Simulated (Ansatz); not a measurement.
# AlNH4+ (doublet): the correlation ladder, cc-pVDZ

One table from this session's results is given with a row withheld; the runs are named, their logs left out.

Method: cc-pVDZ, core rule «outside noble gas», up to 6 orbitals frozen; program: Ansatz 0.2.0, Gaussian basis.

The runs, in order: UHF; CCSD(T) on ROHF; CCSD(T) on UHF; BCCD(T) on ROHF; CISD as a restricted active space (open shells left free, so some higher excitations enter); CCSDT(Q) on ROHF; CCSDT(Q) on UHF.

25 further runs of the same task are left out: 7 for a known fault of the program, 6 that didn't finish, 12 set aside as unsound or not needed. Runs told in other sessions of the task aren't counted.

### What is computed

The geometry is a PBE0/def2-TZVP stationary point (not a proven minimum) of the parent state, kept for this charge and spin.

6 atoms, charge 1, spin multiplicity 2.

Atoms are counted from 1 here; the program's logs count them from 0.

Bond lengths: Al1–N2 1.903 Å, Al1–H3 1.762 Å, Al1–H4 1.762 Å, N2–H5 1.017 Å, N2–H6 1.017 Å. Angles: N2–Al1–H3 79.3°, N2–Al1–H4 79.3°, H3–Al1–H4 158.6°, Al1–N2–H5 125.6°, Al1–N2–H6 125.6°, H5–N2–H6 108.8°.

As a file:

```
Al    0.0000    0.0000    0.7186
N     0.0000    0.0000   -1.1848
H     0.0000   -1.7312    0.3916
H     0.0000    1.7312    0.3916
H    -0.8263    0.0000   -1.7769
H     0.8263    0.0000   -1.7769
```

The first run:

File in.yaml:

```yaml
crystal:
  periodic: [false, false, false]
  atoms:
    - {symbol: Al, position_ang: [0.000000, 0.000000, 0.718558]}
    - {symbol: N, position_ang: [0.000000, 0.000000, -1.184814]}
    - {symbol: H, position_ang: [0.000000, -1.731178, 0.391627]}
    - {symbol: H, position_ang: [0.000000, 1.731178, 0.391627]}
    - {symbol: H, position_ang: [-0.826335, 0.000000, -1.776862]}
    - {symbol: H, position_ang: [0.826335, 0.000000, -1.776862]}
basis:
  gaussian: {orbitals: cc-pVDZ}
total_charge: 1
magnetization: {spin_polarized: true, initial_magnetization: 1}
hamiltonian: {xc: hf}
output: {orbitals: {seedname: orbitals}}
```

Launch:

```console
$ ansatz run in.yaml --threads 1 --pin off --events-out ev --progress --plain --max-ram 2393MiB
```

Steps of the session up to this table: UHF; CCSD(T) on ROHF; CCSD(T) on UHF; BCCD(T) on ROHF; CISD as a restricted active space (open shells left free, so some higher excitations enter); CCSDT(Q) on ROHF; CCSDT(Q) on UHF.

One table of the session follows, with a row left open; its other results are not shown here.

It belongs to the step «Misses and costs». 

| method | from UCCSDT(Q) (kcal/mol) |
| --- | --- |
| ROHF | +161.80 |
| UHF | +158.53 |
| RMP2 | +28.86 |
| UMP2 | +28.84 |
| CISD | +17.36 |
| RCCSD | ? |
| UCCSD | +4.45 |
| RCCSD(T) | +1.06 |
| UCCSD(T) | +1.03 |
| BCCD(T) | +0.98 |
| RCCSDT | +0.27 |
| UCCSDT | +0.25 |
| RCCSDT(Q) | +0.02 |
| UCCSDT(Q) | 0 |

**Question.** Estimate the row for RCCSD.

**Answer.** from UCCSDT(Q) (kcal/mol): +4.54. In the column «from UCCSDT(Q) (kcal/mol)» it lies between UCCSD (+4.45) and CISD (+17.36).

Caveats from the session: Restricted and unrestricted rows rest on different reference determinants; a gap between their highest levels can come from leftover correlation error, from unlike frozen cores or from another state.
